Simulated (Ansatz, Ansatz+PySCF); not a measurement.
```csv
atom,x (Å),y (Å),z (Å)
C,0.0000,0.0000,-0.0974
H,0.0000,0.9236,0.2923
H,0.0000,-0.9236,0.2923
```

UHF-MP2 on triplet CH2 was run in several spherical basis sets with Ansatz (development build ahead of 0.2.0). Frozen core: 1 orbital.

Q: Rank the basis sets by the total energy that they give, lowest first, with the distance from the lowest.
A. 6-31G(d)
B. def2-TZVP
C. def2-SVP
D. cc-pVDZ
E. cc-pVTZ

A: E (0.00 eV), B (0.15 eV), D (1.09 eV), A (1.48 eV), C (1.96 eV).

Totals follow the description of the cores as much as that of the bonds, so this order isn't one of quality for chemistry.
